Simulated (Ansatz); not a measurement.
Mulliken charges of C3H5ClS (`CC(=S)CCl`) from r2SCAN/def2-TZVPP in Ansatz (PBE0-D4/def2-TZVP geometry).

| atom | x (Å) | y (Å) | z (Å) | charge (e) |
| --- | --- | --- | --- | --- |
| C1 | -0.779 | -1.018 | 0.162 | -0.114 |
| C2 | 0.545 | -0.362 | -0.008 | 0.030 |
| S3 | 1.948 | -1.165 | -0.052 | -0.195 |
| C4 | 0.564 | 1.137 | -0.074 | 0.046 |
| Cl5 | -0.744 | 1.831 | -1.073 | -0.169 |
| H6 | -1.360 | -0.516 | 0.943 | 0.064 |
| H7 | -0.662 | -2.074 | 0.396 | 0.070 |
| H8 | -1.359 | -0.911 | -0.760 | 0.084 |
| H9 | 0.421 | 1.533 | 0.936 | 0.089 |
| H10 | 1.511 | 1.494 | -0.468 | 0.096 |

**Question.** By hand: the dipole of these point charges (1 e Å = 4.8032 D).

**Answer.** Σ q r = (-0.188, 0.100, 0.232) e Å, of length 0.315 e Å = 1.51 D.

**Question.** How does the dipole of the full density compare? (Best estimate.)

**Answer.** Computed: (-0.232, 0.061, 0.227) e Å, 1.59 D; the point charges give 0.95 times that, at 10° from its direction.

Point charges leave out the atoms' own dipoles, such as those of lone pairs, and Mulliken's split depends on the basis, so the close match here is no proof of good charges.
